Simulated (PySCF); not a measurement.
Molecule (SMILES): [SiH2] (SiH2) (closed-shell singlet).
Geometry (B3LYP-D3(BJ)/def2-TZVP, fixed):
```xyz
3

Si     0.0052     0.0009     0.1327
H     -0.0342     1.0849    -0.9366
H     -0.0389    -1.0973    -0.9218
```
Charge 0, spin multiplicity 1.

Basis-set convergence of the mean static polarisability at PBE with PySCF. All functions are spherical. Density fitting with generated auxiliary sets. No added dispersion term, no relativity. Reference: the value in aug-pcseg-3, 37.60 bohr³, itself unsure by roughly 0.3 % (its mean distance from aug-cc-pV(Q+d)Z, aug-pcseg-2, aug-cc-pV(T+d)Z). Deviations are taken from unrounded values. Cost is core time over that of cc-pV(T+d)Z, rough, on shared machines of one kind; a dash marks a row that isn't timed (too short, read off another run, short of memory, by another algorithm or on other hardware).

```
basis              functions  mean static polarisability (bohr³)  minus reference (%)  cost
-----------------  ---------  ----------------------------------  -------------------  ----
6-31G**                   28                               25.20                -33.0     -
def2-SVP                  28                               27.54                -26.8     -
6-311G**                  38                               28.30                -24.7     -
def2-TZVP                 49                               31.86                -15.3  0.4×
cc-pV(T+d)Z               67                               32.18                -14.4    1×
def2-TZVPP                70                               32.05                -14.7  0.9×
def2-TZVPPD               82                               37.00                 -1.6    1×
6-311++G(3df,3pd)         83                               35.87                 -4.6    1×
aug-pcseg-2               96                               37.40                 -0.5    1×
cc-pV(Q+d)Z              124                               34.79                 -7.5    2×
pcseg-3                  130                               34.51                 -8.2    2×
cc-pV(5+d)Z              210                               35.85                 -4.6    7×
pcseg-4                  227                               36.08                 -4.0    9×
```
